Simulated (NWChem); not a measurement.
# SiNH4F (SMILES N[SiH2]F): how far must the basis set go?

SiNH4F has 7 atoms, charge 0, and is taken as a singlet. SMILES: `N[SiH2]F`. The coordinates come from a PBE0-D4/def2-TZVP relaxation. This is one conformer, not always the lowest.

```xyz
7

N    -0.7615    0.3390   -0.6252
Si    0.5311   -0.1157    0.3734
F     0.5151   -1.6539    0.8298
H    -0.7866    0.1051   -1.6036
H    -1.6822    0.5135   -0.2584
H     0.4559    0.6762    1.6207
H     1.7894    0.0680   -0.3823
```

Program: NWChem 7.3.0. Method: CCSD(T). Swept: basis set. Watched: the (T) correction. Each run: energy, 7 core orbitals frozen. Hardware: 1 thread of Intel Xeon 6975P-C (Granite Rapids), shared host.

Deviations are taken from the sweep's last point, which isn't the limit.

| basis set | basis functions | value (mEh) | from the best (mEh) | wall time |
| --- | --- | --- | --- | --- |
| 6-31G* | 54 | -7.8301 | +5.4718 | 18 s |
| 6-31+G* | 66 | -9.1159 | +4.1861 | 31 s |
| 6-31++G** | 82 | -9.9975 | +3.3044 | 65 s |
| 6-311+G** | 98 | -13.3019 | 0.0000 | 1.8 min |

Over the sweep the value spans 5.4718 mEh.
